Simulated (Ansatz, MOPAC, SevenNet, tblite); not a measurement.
**Wurtzite AgI, elastic constant C12**

Reference value: 21.3 GPa (measured, room temperature, no zero-point or thermal correction; as tabulated in Harker's crystal data pages).

```tsv
level (code)	value (GPa)	cell (Å³/atom)	difference (%)
GFN1-xTB (tblite)	36.5	36.03	+71
PM7 semi-empirical Hartree-Fock (MOPAC)	61.0	34.04	+186
SevenNet-0	21.3	36.76	0.0
SevenNet-l3i5	25.6	36.54	+20
B3LYP (VWN-RPA form) (Ansatz)	18.9	38.75	-11.3
HSE06 (Ansatz)	22.8	36.24	+7.0
PBE0 (Ansatz)	23.2	36.16	+8.9
```

The reference is not for a static lattice or low temperature, so close values are not ranked against it. Off by more than 25 %, or 35 % on the side where a correction would as a rule narrow the miss (bounds picked here): PM7 semi-empirical Hartree-Fock (MOPAC) (+186 %), GFN1-xTB (+71 %).

The reference isn't brought to a static lattice, while the calculations are for one, so the differences are not the levels' errors alone.  GFN1-xTB, PM7 semi-empirical Hartree-Fock (MOPAC): the method was fitted mainly to molecules. GFN1-xTB, PM7 semi-empirical Hartree-Fock (MOPAC): the run uses a supercell at the zone centre in place of a k mesh. Each level is taken at its own relaxed cell. Ansatz's density-functional and Hartree–Fock values are scalar-relativistic unless marked +SOC, with PAW data made under PBE.

Machine-learned potentials (SevenNet-0, SevenNet-l3i5) are trained on DFT data: a solid inside that data is no test of them.

Differences are worked out from the printed values.

Ansatz is an electronic-structure program.
